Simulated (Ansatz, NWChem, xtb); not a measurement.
# Ligand exchange: HCl + SiH4 → SiH3Cl + H2

Species: HCl (hydrogen chloride), singlet; SiH4 (silane) `[SiH4]`, singlet; SiH3Cl (chlorosilane) `[SiH3]Cl`, singlet; H2 (hydrogen), singlet. The partners trade H for SiH3: Cl–H and H–SiH3 bonds give way to Cl–SiH3 and H–H.

Shapes, held fixed at every level: PBE0-D4/def2-TZVP. Programs: Ansatz 0.2.0, NWChem 7.3.0, xtb 6.7.1. The zero-point and thermal change to 298 K, harmonic and unscaled (PBE0-D4/def2-TZVP), is -3.5 kJ/mol.

(1) Estimate ΔH(298 K) of this reaction.

Results:

(1) The highest level, CCSD(T)/CBS estimate, gives ΔH(298 K) = -75.6 kJ/mol; the levels span -121.0 to -55.4. The column of differences is taken from that level and isn't an error. No measured value is set beside it here. The CBS estimate extrapolates MP2 from def2-TZVPP and def2-QZVPP and adds CCSD(T) − MP2 in the triple-zeta set, cores frozen; for H2 it overshoots the exact energy by about 1 mEh.

```
                             level                    kind  ΔH(298 K) (kJ/mol)  less CCSD(T)/CBS estimate
                          GFN1-xTB          semi-empirical              -121.0                      -45.4
                       HF/def2-SVP            Hartree–Fock               -55.4                      +20.2
                     HF/def2-TZVPP            Hartree–Fock               -65.7                       +9.9
                 PBE-D4/def2-TZVPP                     GGA               -73.4                       +2.2
B3LYP/6-31G* (Cartesian functions)           global hybrid               -74.4                       +1.2
               BHLYP-D4/def2-TZVPP           global hybrid               -73.5                       +2.1
                wB97M-V/def2-TZVPP  range-separated hybrid               -75.3                       +0.3
              CCSD(T)/CBS estimate   coupled cluster or CI               -75.6                        0.0
```
